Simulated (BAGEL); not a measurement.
**singlet CH5Si+ at 6 levels**

Aim: a comparison of 6 runs (HF/STO-3G, HF/3-21G, HF/def2-TZVP, B3LYP/6-31G*, B3LYP/def2-TZVP, PBE0/def2-TZVP) of singlet CH5Si+. 

The calculation is run with BAGEL 1.2.2.

18 further runs of the same task are left out: 18 set aside as unsound or not needed.

### Step 1. The structure to begin with

CH5Si+: 7 atoms, total charge +1, spin state singlet. SMILES of the parent species: `[CH2][SiH3]`. Geometry: relaxed at PBE0-D4/def2-TZVP. That shape belongs to the parent species and isn't relaxed for this state.

Bond lengths: C1–Si2 1.840 Å, C1–H3 1.085 Å, C1–H4 1.085 Å, Si2–H5 1.492 Å, Si2–H6 1.487 Å, Si2–H7 1.487 Å. Angles: C1–Si2–H5 111.3°, C1–Si2–H6 110.4°, C1–Si2–H7 110.3°, Si2–C1–H3 122.6°, Si2–C1–H4 122.6°, H5–Si2–H6 107.7°, H5–Si2–H7 107.7°, H6–Si2–H7 109.4°, H3–C1–H4 114.8°.

### Step 2. A single-point energy at HF/STO-3G (density fitting with qzvpp-jkfit) (run 1)

The input, hf.json:

```json
{ "bagel": [

{
  "title": "molecule",
  "basis": "sto-3g",
  "df_basis": "qzvpp-jkfit",
  "angstrom": true,
  "geometry": [
    { "atom": "C", "xyz": [      -0.172600,      -1.103000,       0.047400 ] },
    { "atom": "Si", "xyz": [       0.132300,       0.709800,      -0.029000 ] },
    { "atom": "H", "xyz": [      -1.139000,      -1.522200,       0.308500 ] },
    { "atom": "H", "xyz": [       0.588300,      -1.834800,      -0.203800 ] },
    { "atom": "H", "xyz": [      -0.191200,       1.256600,      -1.379100 ] },
    { "atom": "H", "xyz": [      -0.719700,       1.420100,       0.961800 ] },
    { "atom": "H", "xyz": [       1.563100,       1.005600,       0.248500 ] }
  ]
},

{
  "title": "hf",
  "charge": 1
},

{
  "title": "print",
  "file": "orbitals.molden",
  "orbitals": true
}

]}
```

Run with:

```bash
$ BAGEL_NUM_THREADS=1 BAGEL hf.json > hf.out
```

The program printed:

```text
* using 1 threads per process

  ===============================================================
  ===============================================================

  *** Geometry ***

  { "atom" : "C", "xyz" : [     -0.326167,     -2.084368,      0.089573 ] },
  { "atom" : "Si", "xyz" : [      0.250011,      1.341328,     -0.054802 ] },
  { "atom" : "H", "xyz" : [     -2.152398,     -2.876541,      0.582981 ] },
  { "atom" : "H", "xyz" : [      1.111726,     -3.467269,     -0.385126 ] },
  { "atom" : "H", "xyz" : [     -0.361316,      2.374630,     -2.606121 ] },
  { "atom" : "H", "xyz" : [     -1.360036,      2.683600,      1.817539 ] },
  { "atom" : "H", "xyz" : [      2.953831,      1.900309,      0.469597 ] },

  Number of auxiliary basis functions:      293

  Since a DF basis is specified, we compute 2- and 3-index integrals:
    o Being stored without compression. Storage requirement is 0.001 GB

  Number of basis functions:       19
  Number of electrons      :       25

    * METHOD: MOLECULE                             0.05

  *** RHF ***

  === Nuclear Repulsion ===
    56.0219312436

      * DIIS with orbital gradients will be used.

  === RHF iteration (sto-3g) ===
      0       -325.52356789          0.02291485           0.00
      1       -325.59573990          0.00583970           0.00
      2       -325.60000272          0.00136241           0.00
[... 7 lines of this table left out ...]
     10       -325.60044749          0.00000000           0.00
    * SCF iteration converged.

    * Permanent dipole moment:
           (    0.286032,     1.540044,     0.013925) a.u.

    * METHOD: HF                                   0.08

    * METHOD: PRINT                                0.00

  ===============================================================
```

Wall time 0.38 s (1 thread of Arm Neoverse V2, shared host).

### Step 3. A single-point energy at HF/3-21G (density fitting with qzvpp-jkfit) (run 2)

hf.json: that of step 2 with these lines changed.

```diff
@@ -4,3 +4,3 @@
   "title": "molecule",
-  "basis": "sto-3g",
+  "basis": "3-21g",
   "df_basis": "qzvpp-jkfit",
@@ -18,12 +18,5 @@
 
-{
-  "title": "hf",
-  "charge": 1
-},
+{ "title": "hf", "charge": 1 },
 
-{
-  "title": "print",
-  "file": "orbitals.molden",
-  "orbitals": true
-}
+{ "title": "print", "file": "orbitals.molden", "orbitals": true }
```

Run with:

```bash
$ BAGEL_NUM_THREADS=1 BAGEL hf.json > hf.out
```

The program printed:

```text
* using 1 threads per process

  ===============================================================
  ===============================================================

  *** Geometry ***

  { "atom" : "C", "xyz" : [     -0.326167,     -2.084368,      0.089573 ] },
  { "atom" : "Si", "xyz" : [      0.250011,      1.341328,     -0.054802 ] },
  { "atom" : "H", "xyz" : [     -2.152398,     -2.876541,      0.582981 ] },
  { "atom" : "H", "xyz" : [      1.111726,     -3.467269,     -0.385126 ] },
  { "atom" : "H", "xyz" : [     -0.361316,      2.374630,     -2.606121 ] },
  { "atom" : "H", "xyz" : [     -1.360036,      2.683600,      1.817539 ] },
  { "atom" : "H", "xyz" : [      2.953831,      1.900309,      0.469597 ] },

  Number of auxiliary basis functions:      293

  Since a DF basis is specified, we compute 2- and 3-index integrals:
    o Being stored without compression. Storage requirement is 0.002 GB

  Number of basis functions:       32
  Number of electrons      :       25

    * METHOD: MOLECULE                             0.05

  *** RHF ***

  === Nuclear Repulsion ===
    56.0219312436

      * DIIS with orbital gradients will be used.

  === RHF iteration (3-21g) ===
      0       -327.51447290          0.01746531           0.01
      1       -327.56500857          0.00608297           0.01
      2       -327.56905223          0.00177128           0.01
[... 8 lines of this table left out ...]
     11       -327.56979700          0.00000001           0.01
    * SCF iteration converged.

    * Permanent dipole moment:
           (    0.309844,     1.632955,     0.034583) a.u.

    * METHOD: HF                                   0.12

    * METHOD: PRINT                                0.00

  ===============================================================
```

Run time: 0.42 s. Hardware: 1 thread of Arm Neoverse V2, shared host.

Run 3 isn't shown in full; the table further down has it.

### Step 4. The energy at B3LYP/6-31G(d) (density fitting with qzvpp-jkfit, spherical functions) (run 4)

The input, input.json:

```json
{ "bagel": [

{
  "title": "molecule",
  "basis": "6-31gs.json",
  "df_basis": "qzvpp-jkfit",
  "angstrom": true,
  "geometry": [
    { "atom": "C", "xyz": [      -0.172600,      -1.103000,       0.047400 ] },
    { "atom": "Si", "xyz": [       0.132300,       0.709800,      -0.029000 ] },
    { "atom": "H", "xyz": [      -1.139000,      -1.522200,       0.308500 ] },
    { "atom": "H", "xyz": [       0.588300,      -1.834800,      -0.203800 ] },
    { "atom": "H", "xyz": [      -0.191200,       1.256600,      -1.379100 ] },
    { "atom": "H", "xyz": [      -0.719700,       1.420100,       0.961800 ] },
    { "atom": "H", "xyz": [       1.563100,       1.005600,       0.248500 ] }
  ]
},

{
  "title": "ks",
  "xc_func": "b3lyp",
  "charge": 1
},

{
  "title": "print",
  "file": "orbitals.molden",
  "orbitals": true
}

]}
```

The basis set 6-31G* is read from a file made from the Basis Set Exchange's data (not shown).

Run with:

```bash
$ BAGEL_NUM_THREADS=1 BAGEL input.json > input.out
```

The program printed:

```text
* using 1 threads per process

  ===============================================================
  ===============================================================

  *** Geometry ***

[... 20 lines left out ...]
    * Removing 10305 points whose weight is below 1.00e-10
[... 2 lines left out ...]
  === Nuclear Repulsion ===
    56.0219312436

       - DIIS with orbital gradients will be used.

  === KS iteration (b3lyp / 6-31gs.json) ===
      0       -319.91738030          0.15056253           0.13
      1       -326.14900596          0.10168860           0.11
      2       -327.08334091          0.14408999           0.10
[... 13 lines of this table left out ...]
     16       -330.19843434          0.00000000           0.10
    * SCF iteration converged.

    * Permanent dipole moment:
           (    0.249193,     1.184302,     0.094498) a.u.

    * METHOD: KS                                   2.04

    * METHOD: PRINT                                0.00

  ===============================================================
```

Wall time 2.4 s (1 thread of Arm Neoverse V2, shared host); peak memory 0.21 GiB.

Run 5 isn't shown in full; the table further down has it.

### Step 5. The energy at PBE0/def2-TZVP (density fitting with qzvpp-jkfit) (run 6)

The input, job.json:

```json
{ "bagel" : [

{
  "title" : "molecule",
  "basis" : "def2-tzvp.json",
  "df_basis" : "qzvpp-jkfit",
  "angstrom" : true,
  "geometry" : [
    { "atom" : "C", "xyz" : [      -0.172600,      -1.103000,       0.047400 ] },
    { "atom" : "Si", "xyz" : [       0.132300,       0.709800,      -0.029000 ] },
    { "atom" : "H", "xyz" : [      -1.139000,      -1.522200,       0.308500 ] },
    { "atom" : "H", "xyz" : [       0.588300,      -1.834800,      -0.203800 ] },
    { "atom" : "H", "xyz" : [      -0.191200,       1.256600,      -1.379100 ] },
    { "atom" : "H", "xyz" : [      -0.719700,       1.420100,       0.961800 ] },
    { "atom" : "H", "xyz" : [       1.563100,       1.005600,       0.248500 ] }
  ]
},

{
  "title" : "ks",
  "xc_func" : "pbe0",
  "charge" : 1
},

{
  "title" : "print",
  "file" : "orbitals.molden",
  "orbitals" : true
}

]}
```

The basis set def2-TZVP is read from a file made from the Basis Set Exchange's data (not shown).

Run with:

```bash
$ BAGEL_NUM_THREADS=1 BAGEL job.json > job.out
```

The program printed:

```text
* using 1 threads per process

  ===============================================================
  ===============================================================

  *** Geometry ***

[... 20 lines left out ...]
    * Removing 10305 points whose weight is below 1.00e-10
[... 2 lines left out ...]
  === Nuclear Repulsion ===
    56.0219312436

       - DIIS with orbital gradients will be used.

  === KS iteration (pbe0 / def2-tzvp.json) ===
      0       -266.13335141          0.16367624           0.28
      1       -206.86386331          0.19043084           0.27
      2       -277.87224132          0.16228838           0.28
[... 14 lines of this table left out ...]
     17       -330.03477916          0.00000001           0.28
    * SCF iteration converged.

    * Permanent dipole moment:
           (    0.233506,     1.121227,     0.082325) a.u.

    * METHOD: KS                                   5.53

    * METHOD: PRINT                                0.02

  ===============================================================
```

Wall time 6 s (1 thread of Arm Neoverse V2, shared host); peak memory 0.41 GiB.

### Step 6. All runs side by side

```tsv
run	level	energy (Eh)	HOMO energy (eV)	LUMO energy (eV)	HOMO–LUMO gap (eV)	wall time
1	HF/STO-3G (density fitting with qzvpp-jkfit)	-325.600447	-17.41	-5.09	12.32	0.38 s
2	HF/3-21G (density fitting with qzvpp-jkfit)	-327.569797	-18.50	-7.34	11.16	0.42 s
3	HF/def2-TZVP (density fitting with qzvpp-jkfit)	-329.365448	-18.52	-7.31	11.21	0.81 s
4	B3LYP/6-31G* (density fitting with qzvpp-jkfit, spherical functions)	-330.198434	-15.28	-11.80	3.48	2.4 s
5	B3LYP/def2-TZVP (density fitting with qzvpp-jkfit)	-330.245235	-15.27	-11.86	3.41	6 s
6	PBE0/def2-TZVP (density fitting with qzvpp-jkfit)	-330.034779	-15.46	-11.64	3.82	6 s
```

### Step 7. Summary of results

| quantity | value |
| --- | --- |
| run 6: total energy | -330.03478 Eh |
| run 6: HOMO energy | -15.46 eV |
| run 6: LUMO energy | -11.64 eV |
| run 6: HOMO–LUMO gap | 3.82 eV |

**Reading.** The HOMO–LUMO gap runs from 3.41 eV (B3LYP/def2-TZVP) to 12.32 eV (HF/STO-3G). The two ends differ in method and basis. Totals of different functionals can't be ranked against each other. In run 1 the basis is minimal, so the values are rough. All runs together took 16 s, the longest 6 s.
